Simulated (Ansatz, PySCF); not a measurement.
N₂O, SMILES N#[N+][O-]. Atoms are numbered in the order given.

```xyz
3

N      0.0000     0.0000    -1.1885
N      0.0000     0.0000    -0.0704
O      0.0000     0.0000     1.1041
```

Geometry optimised at PBE0-D3(BJ)/def2-TZVP.

Two levels are set side by side: PBE-D3(BJ)/def2-TZVP (Ansatz, an electronic-structure program) and PBE0-D3(BJ)/def2-TZVP (Ansatz). Each level has its own optimised geometry; the coordinates shown are those of the second. Frequencies come from the Hessian of PySCF at each geometry. Differences are taken from unrounded values.

```tsv
quantity	PBE0-D3(BJ)	PBE-D3(BJ)	PBE-D3(BJ) minus PBE0-D3(BJ)
mean bond length (Å)	1.146	1.163	0.017
bond N1–N2 (Å)	1.118	1.138	0.020
bond N2–O3 (Å)	1.174	1.189	0.014
highest harmonic wavenumber (cm⁻¹)	2410	2284	-126
mean harmonic wavenumber (cm⁻¹)	1267	1196	-71
zero-point energy (kcal/mol)	7.25	6.84	-0.41
```

GGA bonds tend to be longer and softer than those of functionals with exact exchange. Differences between two approximate levels are no errors against the true value.
